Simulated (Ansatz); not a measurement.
Results of r²SCAN+SOC (Ansatz, an electronic-structure program, PAW) for cubic perovskite BaTiO₃ (cubic high-temperature phase).

Run with plane-wave cutoff 560 eV, 8×8×8 k mesh, Fermi–Dirac smearing 0.01 eV, PAW data made under PBE.

Properties against volume:

| V (Å³/atom) | P (GPa) | direct gap at Γ (eV) |
|---|---|---|
| 11.978 | 12.83 | 2.293 |
| 12.233 | 8.08 | 2.271 |
| 12.488 | 3.82 | 2.248 |
| 12.743 | 0.00 | 2.222 |
| 12.997 | -3.42 | 2.195 |
| 13.252 | -6.49 | 2.167 |
| 13.507 | -9.24 | 2.137 |

The fundamental gap (2.16 eV at the equilibrium volume, with added k points) lies elsewhere than Γ–Γ.

Note: the relaxation could not lower the start's symmetry, so the cell can be a saddle point above a distorted one.
